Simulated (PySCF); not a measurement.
# AlH5OSi: the cost of one run

Computed with PySCF 2.14.0; each step states its level. No surroundings beyond the atoms listed, unless a continuum is named. Atoms count from 0, parts from 1.

## 1. The system as given

Each species was relaxed by itself at PBE0-D3(BJ)/def2-SVPD.

## 2. Energies of the species: wB97M-D3(BJ)/def2-TZVPD

The job: settings as JSON, then the geometry in Å.

```
{"job": {"kind": "react", "xc": "wB97M-D3(BJ)", "basis": "def2-TZVPD"}, "charge": 0, "multiplicity": 1}
-1 AlH3O charge 0 multiplicity 1
O      1.100150    -0.039310    -0.251380
Al    -0.541740     0.002170     0.100000
H      2.026610    -0.063830    -0.446410
H     -1.553240    -0.617820    -0.947290
H     -1.005330     0.658240     1.463330

-1 H4OSi charge 0 multiplicity 1
O     -0.303810    -0.683660    -1.047060
Si     0.222820     0.116300     0.331000
H     -1.153800    -0.435490    -1.416280
H      1.545850    -0.479390     0.654020
H      0.363600     1.583290     0.083360
H     -0.725780    -0.085090     1.468000

+1 AlH5OSi charge 0 multiplicity 1
Al    -1.711100    -0.850930     0.134670
O     -0.184300    -0.111120    -0.001540
Si     1.296060     0.607260    -0.134050
H     -1.772680    -2.340900     0.660940
H     -2.985420    -0.007860    -0.271900
H      1.260700     1.663680    -1.189290
H      1.668960     1.232260     1.169920
H      2.326540    -0.409630    -0.500960

+1 H2O charge 0 multiplicity 1
O     -0.003240     0.389360     0.004390
H     -0.761230    -0.201060     0.000970
H      0.764500    -0.188260    -0.005380
```

Method: wB97M-D3(BJ)/def2-TZVPD reaction energy of separated species, gas phase.

Launch:

```console
$ OMP_NUM_THREADS=1 python cluster_run.py task.json out
```

One launch serves the whole session: the jobs run in the order shown.

**Question.** How long does this first job take on 1 thread of Arm Neoverse V1, shared host, and how much memory does it need?

About 13 s, with a peak of 0.6 GiB.
